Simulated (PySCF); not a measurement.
# Complete the spectrum of C2Cl4

Species: C2Cl4.
Geometry (PBE0-D3(BJ)/def2-TZVP, Å), atoms numbered from 1 in this order:
```
atom  x, y, z in Å
Cl1   -1.6370    1.3342   -0.2864
C2    -0.0873    0.6519   -0.0991
Cl3    1.2129    1.7501   -0.1601
C4     0.0957   -0.6619    0.0845
Cl5   -1.2059   -1.7589    0.1456
Cl6    1.6449   -1.3456    0.2723
```

The calculation used TDDFT CAM-B3LYP/aug-cc-pVTZ, vertical, gas phase, core orbitals frozen in the response (PySCF 2.14.0, density-fitted response routines). Isolated species at its PBE0-D3(BJ)/def2-TZVP geometry, gas phase.

Lowest singlets, with some entries withheld (?).

```json
{"state": "S1", "λ (nm)": "225.3", "f": "0.0000", "main configurations (H = HOMO, L = LUMO)": "H→L+2 (79%), H→L+6 (17%)"}
{"state": "S2", "λ (nm)": "209.4", "f": "0.402", "main configurations (H = HOMO, L = LUMO)": "H→L (97%)"}
{"state": "S3", "λ (nm)": "?", "f": "?", "main configurations (H = HOMO, L = LUMO)": "?"}
{"state": "S4", "λ (nm)": "203.9", "f": "?", "main configurations (H = HOMO, L = LUMO)": "H→L+3 (74%), H→L+5 (19%)"}
{"state": "S5", "λ (nm)": "189.7", "f": "0.034", "main configurations (H = HOMO, L = LUMO)": "?"}
{"state": "S6", "λ (nm)": "?", "f": "0.0000", "main configurations (H = HOMO, L = LUMO)": "H-1→L (99%)"}
{"state": "S7", "λ (nm)": "166.6", "f": "?", "main configurations (H = HOMO, L = LUMO)": "?"}
{"state": "S8", "λ (nm)": "165.5", "f": "0.0000", "main configurations (H = HOMO, L = LUMO)": "H-1→L+4 (37%), H-1→L+1 (28%), H-3→L+3 (11%)"}
{"state": "S9", "λ (nm)": "164.8", "f": "0.0042", "main configurations (H = HOMO, L = LUMO)": "H-1→L+3 (50%), H-1→L+5 (15%), H-3→L+4 (10%)"}
{"state": "S10", "λ (nm)": "163.4", "f": "0.0000", "main configurations (H = HOMO, L = LUMO)": "H→L+5 (76%), H→L+3 (20%)"}
```

(1) Supply the missing values.

(2) What is the mean static polarisability from the same response equations?

(3) How far apart are S1 and S2, in eV and cm⁻¹?

(4) Where do the lowest triplets lie (Tamm–Dancoff)?

Results:

(1) 
- S3: λ = 207.4 nm; f = 0.0013; H→L+1 (46%), H→L+4 (45%)
- S4: f = 0.0000
- S5: H→L+4 (49%), H→L+1 (43%)
- S6: λ = 186.7 nm
- S7: f = 0.014; H-1→L+2 (74%), H-1→L+6 (13%)

(2) 81.9 au (12.14 Å³), with principal values 53.7, 91.2 and 100.9 au.

(3) 5.922 − 5.503 = 0.419 eV, or about 3380 cm⁻¹.

(4) T1 3.56 eV, H→L (94%); T2 5.09 eV, H→L+2 (74%), H→L+6 (19%); T3 5.53 eV, H→L+3 (67%), H→L+5 (22%); T4 5.58 eV, H→L+4 (50%), H→L+1 (37%). E(S1) − E(T1) = +1.94 eV.

Time: 63 s wall, 2.3 min CPU; peak memory 1.3 GiB. Hardware: Intel Xeon at 2.70 GHz, 2 threads, no GPU, shared host with 64 logical CPUs at a one-minute load of 61.
